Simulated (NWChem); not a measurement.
# One shape, several levels: triplet C3O2

We compute a comparison of 6 runs (U-wB97X/6-311+G**, UB3LYP/6-311+G**, UCAM-B3LYP/6-311+G**, UM06-2X/6-311+G**, UM06-L/6-311+G**, UPBE0/6-311+G**) of triplet C3O2. 

Program for the calculation: NWChem 7.3.0.

1 further run of the same task is left out (set aside as unsound or not needed).

**1. The structure to begin with**

C3O2 has 5 atoms, charge 0, and is taken as a triplet. SMILES of the parent species: `O=C=C=C=O`. The shape is that of a PBE0-D4/def2-TZVP optimisation. That shape belongs to the parent species and isn't relaxed for this state.

Bond lengths: O1–C2 1.155 Å, C2–C3 1.272 Å, C3–C4 1.272 Å, C4–O5 1.155 Å. Angles: O1–C2–C3 180.0°, C2–C3–C4 179.9°, C3–C4–O5 180.0°.

**2. The energy at U-wB97X/6-311+G(d,p) (run 1)**

run.py

```python
from ase import Atoms
from ase.calculators.nwchem import NWChem

system = Atoms('OCCCO', positions=[
    [0.309400, -2.066800, 1.252900],
    [0.166300, -1.090000, 0.652600],
    [0.008600, -0.014800, -0.008100],
    [-0.146600, 1.060500, -0.669200],
    [-0.287900, 2.037500, -1.269700],
])

calc = NWChem(
    label='c3o2',
    theory='dft',
    memory='2200 mb',
    basis='6-311+G**',
    basispar='spherical bse',
    dft={'xc': 'wb97x', 'mult': '3', 'grid': 'fine', 'convergence': 'energy 1e-08', 'iterations': '100', 'mulliken': None},
    task='energy',
)
system.calc = calc

print(f"energy = {system.get_potential_energy():.6f} eV")
```

On the command line:

```bash
$ export ASE_NWCHEM_COMMAND="nwchem PREFIX.nwi > PREFIX.nwo"
$ python run.py
```

What it wrote:

```text
energy = -7199.370598 eV
```

The calculator wrote c3o2.nwi:

```
title "c3o2"

permanent_dir c3o2

scratch_dir c3o2

start c3o2

geometry units angstrom nocenter noautosym noautoz
  O  3.0940000000000001e-01 -2.0668000000000002e+00 1.2528999999999999e+00
  C  1.6630000000000000e-01 -1.0900000000000001e+00 6.5259999999999996e-01
  C  8.6000000000000000e-03 -1.4800000000000001e-02 -8.0999999999999996e-03
  C  -1.4660000000000001e-01 1.0605000000000000e+00 -6.6920000000000002e-01
  O  -2.8789999999999999e-01 2.0375000000000001e+00 -1.2697000000000001e+00
end

memory 2200 mb

basis spherical bse noprint
   * library 6-311+G**
end

dft
  xc wb97x
  mult 3
  grid fine
  convergence energy 1e-08
  iterations 100
  mulliken
end

task dft energy
```

c3o2.nwo:

```text
Northwest Computational Chemistry Package (NWChem) 7.3.0
             --------------------------------------------------------

           Job information
           ---------------

    nwchem branch   = 7.3.0
    use scalapack   = T
    input           = c3o2.nwi
    prefix          = c3o2.
    data base       = c3o2/c3o2.db
    status          = startup
    nproc           =        1

           Memory information
           ------------------

[... 5 lines left out ...]
    hardfail = no
[... 93 lines left out ...]
  convergence criterion.
[... 20 lines left out ...]
          Convergence on gradient requested:  5.00D-04
[... 31 lines left out ...]
          total energy or number of iterations.
[... 37 lines left out ...]
 2-e energy   =     212.686154
[... 61 lines left out ...]
           Coulomb energy =      248.198849001743
[... 780 lines left out ...]
                     DFT Final Beta Molecular Orbital Analysis
[... 885 lines left out ...]
     Multipole analysis of the density
     ---------------------------------

     L   x y z        total         alpha         beta         nuclear
     -   - - -        -----         -----         ----         -------
     0   0 0 0     -0.000000    -18.000000    -16.000000     34.000000

     1   1 0 0     -0.000103     -0.341533     -0.304479      0.645908
[... 8 lines of this table left out ...]
     2   0 0 2    -21.212398    -69.288433    -61.547991    109.624025

 Task  times  cpu:      349.3s     wall:      349.3s
 Total times  cpu:      349.4s     wall:      349.4s
```

Run time: 5.9 min. Hardware: 1 thread of AMD EPYC 7R43 (Zen 3), shared host; peak memory 0.11 GiB.

**3. A single-point energy at UB3LYP/6-311+G(d,p) (run 2)**

geom.nw

```
start geom
title "C3O2"
memory total 2200 mb

geometry noautosym nocenter noautoz
 O      0.309400    -2.066800     1.252900
 C      0.166300    -1.090000     0.652600
 C      0.008600    -0.014800    -0.008100
 C     -0.146600     1.060500    -0.669200
 O     -0.287900     2.037500    -1.269700
end

basis "ao basis" spherical bse
 * library 6-311+G**
end

dft
 xc b3lyp
 mult 3
 grid fine
 convergence energy 1e-08
 iterations 100
 mulliken
 noprint "final vectors analysis"
end

task dft energy
```

On the command line:

```bash
$ nwchem geom.nw > geom.out
```

What it wrote:

```text
[...]
          Wavefunction type:  spin polarized.
          No. of atoms     :     5
          No. of electrons :    34
[...]
          Charge           :     0
          Spin multiplicity:     3
[...]
          AO basis - number of functions:   110
[...]
              XC Information
              --------------
                         B3LYP Method XC Potential
                     Hartree-Fock (Exact) Exchange  0.200
                        Slater Exchange Functional  0.800 local
                    Becke 1988 Exchange Functional  0.720 non-local
              Lee-Yang-Parr Correlation Functional  0.810
                  VWN I RPA Correlation Functional  0.190 local
[...]
 d= 0,ls=0.0,diis     1   -264.4778301211 -3.88D+02  3.29D-02  3.69D-01     8.1
[...]
 d= 0,ls=0.0,diis    15   -264.6576000743 -3.31D-09  5.21D-07  9.46D-10    79.5
[...]
         Total DFT energy =     -264.657600074284
      One electron energy =     -602.606635186535
           Coulomb energy =      248.325027912576
    Exchange-Corr. energy =      -33.431124524115
 Nuclear repulsion energy =      123.055131723790
[...]
      Total Density - Mulliken Population Analysis
     ---------------------------------------------
    Atom       Charge   Shell Charges
 -----------   ------   -------------------------------------------------------
    1 O    8     8.16   1.08  0.91  0.97  1.02  1.99  0.92  1.27  0.05 -0.08  0.02
    2 C    6     6.43   1.10  0.88  0.68  0.78  1.36  0.31  0.31  0.58  0.29  0.13
    3 C    6     4.82   1.10  0.88  0.68  0.76  1.40  0.64  0.89 -1.48 -0.14  0.08
    4 C    6     6.43   1.10  0.88  0.68  0.78  1.36  0.31  0.31  0.58  0.29  0.13
    5 O    8     8.16   1.08  0.91  0.97  1.02  1.99  0.92  1.27  0.05 -0.08  0.02
[...]
      <S2> =      2.0052 (Exact =     2.0000)
[...]
```

It took 81 s on 1 thread of AMD EPYC 7R43 (Zen 3), shared host; peak memory 0.11 GiB.

Runs 3 to 5 aren't shown in full; the table further down has their settings and results.

**4. The energy at UPBE0/6-311+G(d,p) (run 6)**

c3o2.nw

```
start c3o2
memory total 2200 mb
geometry units atomic noautosym nocenter noautoz
O      0.58468126    -3.90568595     2.36763786
C      0.31426145    -2.05980148     1.23323527
C      0.01625164    -0.02796795    -0.01530678
C     -0.27703385     2.00405456    -1.26460472
O     -0.54405215     3.85031698    -2.39938526
end
basis spherical bse
* library 6-311+G**
end
dft
xc pbe0
mult 3
grid fine
convergence energy 1e-08
maxiter 100
mulliken
noprint "final vectors analysis"
end
task dft energy
```

On the command line:

```bash
$ nwchem c3o2.nw > c3o2.out
```

What it wrote:

```text
[...]
          Wavefunction type:  spin polarized.
          No. of atoms     :     5
          No. of electrons :    34
[...]
          Charge           :     0
          Spin multiplicity:     3
[...]
          AO basis - number of functions:   110
[...]
              XC Information
              --------------
                         PBE0 Method XC Functional
                     Hartree-Fock (Exact) Exchange  0.250
          PerdewBurkeErnzerhof Exchange Functional  0.750
            Perdew 1991 LDA Correlation Functional  1.000 local
           PerdewBurkeErnz. Correlation Functional  1.000 non-local
[...]
 WARNING : Found     1 linear dependencies
 S eigenvalue threshold:     1.00000E-05
[...]
 d= 0,ls=0.0,diis     1   -264.1867622282 -3.87D+02  5.01D-02  3.21D-01     7.4
[...]
 d= 0,ls=0.0,diis    15   -264.3580558093 -2.22D-09  6.55D-07  9.11D-10    72.4
[...]
         Total DFT energy =     -264.358055809325
      One electron energy =     -602.508797902414
           Coulomb energy =      248.219162447380
    Exchange-Corr. energy =      -33.123543288289
 Nuclear repulsion energy =      123.055122933999
[...]
      Total Density - Mulliken Population Analysis
     ---------------------------------------------
    Atom       Charge   Shell Charges
 -----------   ------   -------------------------------------------------------
    1 O    8     8.19   1.08  0.91  0.95  1.02  2.01  0.96  1.28  0.06 -0.10  0.02
    2 C    6     6.56   1.10  0.88  0.66  0.78  1.39  0.36  0.25  0.68  0.32  0.14
    3 C    6     4.50   1.10  0.88  0.66  0.75  1.44  0.63  0.84 -1.73 -0.15  0.08
    4 C    6     6.56   1.10  0.88  0.66  0.78  1.39  0.36  0.25  0.68  0.32  0.14
    5 O    8     8.19   1.08  0.91  0.95  1.02  2.01  0.96  1.28  0.06 -0.10  0.02
[...]
      <S2> =      2.0061 (Exact =     2.0000)
[...]
```

Wall time 74 s (1 thread of AMD EPYC 7R43 (Zen 3), shared host); peak memory 0.1 GiB.

**5. All runs side by side**

| run | level | energy (Eh) | dipole moment (D) | HOMO energy (eV) | ⟨S²⟩ | wall time |
| --- | --- | --- | --- | --- | --- | --- |
| 1 | U-wB97X/6-311+G** | -264.571992 | 0.00 | -6.50 | 2.007 | 5.9 min |
| 2 | UB3LYP/6-311+G** | -264.657600 | 0.00 | – | 2.005 | 81 s |
| 3 | UCAM-B3LYP/6-311+G** | -264.542961 | 0.00 | -5.66 | 2.006 | 5.8 min |
| 4 | UM06-2X/6-311+G** | -264.542183 | 0.00 | -5.37 | 2.009 | 1.7 min |
| 5 | UM06-L/6-311+G** | -264.630602 | 0.00 | -3.21 | 2.006 | 80 s |
| 6 | UPBE0/6-311+G** | -264.358056 | 0.00 | – | 2.006 | 74 s |

**6. Results**

| quantity | value |
| --- | --- |
| run 6: total energy | -264.35806 Eh |
| run 6: dipole moment | 0.00 D |
| run 6: ⟨S²⟩ | 2.006 |

**Reading.** Totals of different functionals can't be ranked against each other. All runs together took 17 min, the longest 5.9 min.
